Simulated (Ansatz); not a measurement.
Platinum, fcc: convergence with cold smearing

Computed with Ansatz, LDA, scalar-relativistic PAW, on the relaxed cell (a = 3.895 Å; spin not included). Errors count from a run at 420 eV on a Γ-centred 23×23×23 mesh with Fermi-Dirac smearing of 0.1 eV, extrapolated to zero width. Fixed here: cutoff 420 eV, mesh 14×14×14. The SCF starts from atomic densities corrected by a trained network.

```csv
width (eV),E(σ→0) error (meV/atom),F error (meV/atom),P (GPa),SCF iterations
0.01,-6.2,-6.2,-0.46,5
0.03,-6.3,-6.3,-0.46,5
0.1,-6.6,-6.3,-0.48,5
0.2,-5.3,-4.7,-0.47,5
0.3,-3.4,-5.4,-0.33,5
0.6,-8.3,-12.0,-0.42,5
1.0,-20.1,-14.9,-1.09,5
```
